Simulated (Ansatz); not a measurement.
**AlSiH6 (doublet): the correlation ladder at distance Al1–H4 along a hydrogen transfer = 1.755 Å, cc-pVDZ**

An exercise on one series of results from a longer session: the logs are not shown, and one member is left open.

The runs use Ansatz 0.2.0, Gaussian basis; cc-pVDZ, core rule «outside noble gas», up to 10 orbitals frozen.

The runs, in order: UHF; CCSD(T) on ROHF; CCSD(T) on UHF; BCCD(T) on ROHF; CISD; CCSDT(Q) on ROHF; CCSDT(Q) on UHF; CASSCF and MRCISD+Q, 3 electrons in 3 orbitals; CASSCF and NEVPT2, 3 electrons in 3 orbitals; CASSCF and MRCISD+Q, 9 electrons in 9 orbitals; CASSCF and NEVPT2, 9 electrons in 9 orbitals.

## The system

The geometry derives from fragments relaxed apart (PBE0/def2-TZVP) and kept rigid, so it is no stationary point. A hydrogen atom is moved between rigid fragments.

8 atoms, charge 0, spin multiplicity 2.

Atoms are counted from 1 here; the program's logs count them from 0.

Bond lengths: Al1–H2 1.586 Å, Al1–H3 1.586 Å, Al1–H4 1.755 Å, H4–Si5 1.666 Å, Si5–H6 1.486 Å, Si5–H7 1.486 Å, Si5–H8 1.486 Å. Angles: H2–Al1–H3 120.0°, H2–Al1–H4 120.0°, H3–Al1–H4 120.0°, Al1–H4–Si5 180.0°, H4–Si5–H6 107.6°, H4–Si5–H7 107.6°, H4–Si5–H8 107.6°, H6–Si5–H7 111.3°, H6–Si5–H8 111.3°, H7–Si5–H8 111.3°.

The first run:

Input file in.yaml:

```yaml
crystal:
  periodic: [false, false, false]
  atoms:
    - {symbol: Al, position_ang: [-1.766452, 0.000000, 0.000000]}
    - {symbol: H, position_ang: [-2.559375, 1.373384, 0.000000]}
    - {symbol: H, position_ang: [-2.559376, -1.373384, 0.000001]}
    - {symbol: H, position_ang: [-0.011452, 0.000000, 0.000000]}
    - {symbol: Si, position_ang: [1.654548, 0.000000, 0.000000]}
    - {symbol: H, position_ang: [2.104521, -1.416253, 0.000000]}
    - {symbol: H, position_ang: [2.104523, 0.708126, -1.226512]}
    - {symbol: H, position_ang: [2.104523, 0.708127, 1.226511]}
basis:
  gaussian: {orbitals: cc-pVDZ}
magnetization: {spin_polarized: true, initial_magnetization: 1}
hamiltonian: {xc: hf}
output: {orbitals: {seedname: orbitals}}
```

Launch:

```sh
> ansatz run in.yaml --threads 1 --pin off --events-out ev --progress --plain --max-ram 2816MiB --backend cpu
```

Among the steps run: UHF; CCSD(T) on ROHF; CCSD(T) on UHF; BCCD(T) on ROHF; CISD; CCSDT(Q) on ROHF; CCSDT(Q) on UHF; CASSCF and MRCISD+Q, 3 electrons in 3 orbitals; CASSCF and NEVPT2, 3 electrons in 3 orbitals; CASSCF and MRCISD+Q, 9 electrons in 9 orbitals; CASSCF and NEVPT2, 9 electrons in 9 orbitals.

One table of the session follows, with a row left open; its other results are not shown here.

| method | from UCCSDT(Q) (meV) |
| --- | --- |
| ROHF | +6695.0 |
| UHF | +6581.1 |
| RMP2 | +1536.8 |
| UMP2 | +1557.5 |
| CISD | +773.3 |
| RCCSD | +171.0 |
| UCCSD | +168.9 |
| RCCSD(T) | +37.9 |
| UCCSD(T) | +38.6 |
| BCCD(T) | +37.9 |
| RCCSDT | +4.7 |
| UCCSDT | +4.3 |
| RCCSDT(Q) | ? |
| UCCSDT(Q) | 0 |
| CASSCF frontier | +5077.6 |
| NEVPT2 frontier | +1490.6 |
| MRCISD frontier | +485.7 |
| MRCISD+Q frontier | +44.8 |

Q: Estimate the row for RCCSDT(Q) from the others.

The run gave: from UCCSDT(Q) (meV): +0.4. In the column «from UCCSDT(Q) (meV)» it lies between UCCSDT(Q) (0) and UCCSDT (+4.3).

Limits of these values: Left out of the table: CASSCF pair, NEVPT2 pair, MRCISD pair, MRCISD+Q pair (the active space lost an orbital or holds another state than full CI finds). Restricted and unrestricted rows rest on different reference determinants; where their highest levels disagree by more than a few hundredths of an eV, they describe different states and don't form one ladder. Warnings in the runs' records: passed over end.
